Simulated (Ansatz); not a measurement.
Born–Oppenheimer molecular dynamics of BH6N (8 atoms, charge 0, multiplicity 1). It starts at the highest image of a converged band. Of that band: Neighbouring images differ by up to 1.2 eV, so the band resolves the path poorly. A vibrational analysis at the climbing image gives one clearly imaginary mode, 1294i cm⁻¹: a first-order saddle point.

These are results of RKS PBE0-D4/def2-SVP (Ansatz 0.2.0), not measurements.

```
ensemble                      : NVE (velocity Verlet)
time step                     : 0.5 fs
steps asked                   : 200
starting velocities drawn for : 300 K
seed                          : 8908
```

Frames 5 fs apart, positions in Å, forces in eV/Å.

Velocities at 15.0 fs (Å/ps):

```
B -5.89 8.09 5.65
H 28.28 -52.38 -33.88
H 12.53 -1.90 -1.64
H 12.66 1.30 -24.71
H 62.66 -23.95 -27.55
N -3.28 -1.34 1.37
H -10.40 -0.15 1.66
H 3.05 9.00 6.51
```

```xyz
8
Properties=species:S:1:pos:R:3:forces:R:3 time_fs=15.0 energy_less_start_eV=-0.433 T=858
B -0.264 -0.550 0.006 -0.50 2.49 -0.28
H 1.059 -1.111 -0.880 0.11 -1.34 -0.37
H -1.098 -0.867 -0.808 0.11 -0.01 -0.24
H -0.060 -1.275 0.887 0.47 -0.97 0.93
H 1.085 -0.368 -0.770 0.47 0.73 -0.19
N 0.034 0.903 0.221 -0.90 -0.64 0.99
H -0.657 1.564 -0.138 0.30 -0.20 -0.03
H 0.241 1.132 1.207 -0.06 -0.06 -0.82
8
Properties=species:S:1:pos:R:3:forces:R:3 time_fs=20.0 energy_less_start_eV=-0.933 T=1502
B -0.297 -0.487 0.033 0.14 -0.42 0.85
H 1.235 -1.324 -1.062 0.22 -0.03 -0.16
H -1.034 -0.871 -0.851 0.05 0.27 -0.07
H 0.053 -1.360 0.862 -0.14 0.75 -0.46
H 1.421 -0.591 -0.952 0.21 -0.19 -0.23
N 0.008 0.891 0.235 -1.05 -0.99 -0.23
H -0.663 1.541 -0.139 0.03 0.37 -0.45
H 0.260 1.167 1.158 0.53 0.24 0.75
8
Properties=species:S:1:pos:R:3:forces:R:3 time_fs=25.0 energy_less_start_eV=-1.108 T=1730
B -0.328 -0.432 0.071 0.15 -3.09 -0.48
H 1.436 -1.558 -1.284 0.92 1.44 0.13
H -0.960 -0.814 -0.907 -0.09 0.31 0.29
H 0.146 -1.325 0.789 -0.31 0.61 -0.09
H 1.830 -0.849 -1.183 -0.72 -1.51 -0.30
N -0.034 0.872 0.254 -0.37 2.69 1.30
H -0.624 1.567 -0.214 0.63 -0.14 0.10
H 0.359 1.223 1.146 -0.20 -0.30 -0.95
8
Properties=species:S:1:pos:R:3:forces:R:3 time_fs=30.0 energy_less_start_eV=-1.200 T=1849
B -0.357 -0.430 0.098 0.23 -0.12 -1.35
H 1.719 -1.719 -1.515 -1.23 -1.33 -0.18
H -0.919 -0.699 -0.915 -0.65 -0.33 -0.19
H 0.203 -1.210 0.732 0.36 -1.16 1.11
H 2.206 -1.199 -1.448 1.27 1.32 0.15
N -0.083 0.886 0.288 -0.36 1.07 0.00
H -0.481 1.599 -0.298 -0.09 0.30 -0.19
H 0.464 1.253 1.033 0.46 0.26 0.67
8
Properties=species:S:1:pos:R:3:forces:R:3 time_fs=35.0 energy_less_start_eV=-1.165 T=1802
B -0.377 -0.440 0.101 1.31 0.20 0.15
H 1.975 -1.930 -1.756 0.51 0.35 0.04
H -1.004 -0.650 -0.934 -0.02 -0.44 0.59
H 0.273 -1.264 0.849 -1.18 0.75 -0.85
H 2.623 -1.500 -1.714 -0.51 -0.34 -0.04
N -0.135 0.925 0.326 0.93 0.63 -0.10
H -0.330 1.645 -0.385 -0.25 -0.61 0.50
H 0.592 1.286 0.968 -0.79 -0.54 -0.29
8
Properties=species:S:1:pos:R:3:forces:R:3 time_fs=40.0 energy_less_start_eV=-1.120 T=1745
B -0.374 -0.441 0.103 -0.56 2.56 -0.38
H 2.250 -2.100 -1.990 1.44 0.49 0.01
H -1.103 -0.701 -0.842 0.23 -0.20 0.24
H 0.127 -1.212 0.833 0.27 -0.70 0.49
H 3.020 -1.843 -1.986 -1.45 -0.48 -0.01
N -0.177 0.969 0.361 0.45 -2.08 -0.74
H -0.251 1.611 -0.409 -0.58 0.33 -0.30
H 0.623 1.238 0.907 0.21 0.09 0.68
8
Properties=species:S:1:pos:R:3:forces:R:3 time_fs=45.0 energy_less_start_eV=-1.052 T=1659
B -0.378 -0.396 0.103 -0.81 0.05 1.30
H 2.616 -2.255 -2.225 -2.08 -0.16 0.10
H -1.163 -0.798 -0.708 0.01 0.23 -0.64
H 0.004 -1.262 0.881 0.35 0.42 -0.15
H 3.324 -2.200 -2.257 2.08 0.16 -0.09
N -0.206 0.985 0.384 1.22 -0.99 -1.11
H -0.291 1.602 -0.434 -0.19 0.02 0.69
H 0.627 1.193 0.947 -0.58 0.27 -0.10
8
Properties=species:S:1:pos:R:3:forces:R:3 time_fs=50.0 energy_less_start_eV=-1.102 T=1721
B -0.403 -0.348 0.125 -1.27 -2.76 0.88
H 2.915 -2.418 -2.456 0.98 -0.16 -0.09
H -1.196 -0.833 -0.690 0.48 0.74 -0.15
H -0.025 -1.248 0.922 0.22 0.92 -0.49
H 3.693 -2.547 -2.530 -0.98 0.16 0.09
N -0.217 0.982 0.389 0.85 0.13 -0.42
H -0.389 1.637 -0.356 -0.17 0.56 0.04
H 0.547 1.218 1.007 -0.11 0.41 0.14
8
Properties=species:S:1:pos:R:3:forces:R:3 time_fs=55.0 energy_less_start_eV=-1.283 T=1955
B -0.454 -0.348 0.164 -0.52 0.37 -0.54
H 3.277 -2.572 -2.688 1.16 -0.54 -0.18
H -1.145 -0.721 -0.730 -0.28 -0.02 -0.40
H 0.021 -1.089 0.903 0.68 -1.18 1.01
H 3.998 -2.904 -2.801 -1.17 0.54 0.18
N -0.215 0.984 0.384 0.26 1.46 -0.38
H -0.516 1.748 -0.228 -0.02 -0.48 0.24
H 0.432 1.322 1.088 -0.12 -0.15 0.07
8
Properties=species:S:1:pos:R:3:forces:R:3 time_fs=60.0 energy_less_start_eV=-1.107 T=1730
B -0.512 -0.350 0.198 1.58 0.34 0.24
H 3.699 -2.774 -2.934 -1.66 1.34 0.38
H -1.133 -0.600 -0.831 -0.03 -0.39 0.64
H 0.151 -1.093 1.007 -1.14 0.36 -1.01
H 4.243 -3.212 -3.058 1.66 -1.34 -0.38
N -0.207 1.006 0.376 -0.31 0.66 0.89
H -0.667 1.791 -0.073 -0.09 -0.33 -0.49
H 0.284 1.395 1.186 -0.01 -0.63 -0.27
8
Properties=species:S:1:pos:R:3:forces:R:3 time_fs=65.0 energy_less_start_eV=-1.113 T=1735
B -0.540 -0.341 0.233 1.01 1.89 -1.21
H 4.068 -2.934 -3.167 0.76 -1.01 -0.26
H -1.141 -0.568 -0.808 -0.19 -0.46 0.57
H 0.073 -1.071 0.947 -0.21 -0.64 0.27
H 4.540 -3.562 -3.328 -0.76 1.01 0.26
N -0.208 1.037 0.378 -1.35 -0.81 0.41
H -0.819 1.750 -0.016 0.32 -0.11 -0.28
H 0.163 1.356 1.258 0.43 0.13 0.24
8
Properties=species:S:1:pos:R:3:forces:R:3 time_fs=70.0 energy_less_start_eV=-1.161 T=1797
B -0.544 -0.296 0.246 0.66 -0.24 -0.32
H 4.497 -3.142 -3.414 0.36 -0.92 -0.22
H -1.205 -0.637 -0.680 -0.50 -0.05 -0.43
H -0.069 -1.172 0.928 0.10 0.18 0.29
H 4.778 -3.863 -3.584 -0.36 0.92 0.22
N -0.227 1.058 0.392 -0.74 -0.51 1.16
H -0.908 1.689 -0.026 0.52 0.31 0.08
H 0.109 1.322 1.328 -0.03 0.32 -0.78
```

Of the whole run (100 fs, mean temperature of the second half 1768 K): The conserved energy stayed within 0.32 meV per atom of its start (net change 0.024 meV per atom), so the integration is sound. The system heated up, since it started high on the potential surface and ran downhill. A run of 0.1 ps of so small a system gives no equilibrium averages. The orbitals stay closed-shell, which can raise the energy where a bond breaks towards radicals; this wasn't checked here.

The run took 2.7 min on 1 thread of Arm Neoverse V2, on a shared host, peak memory 0.1 GiB.
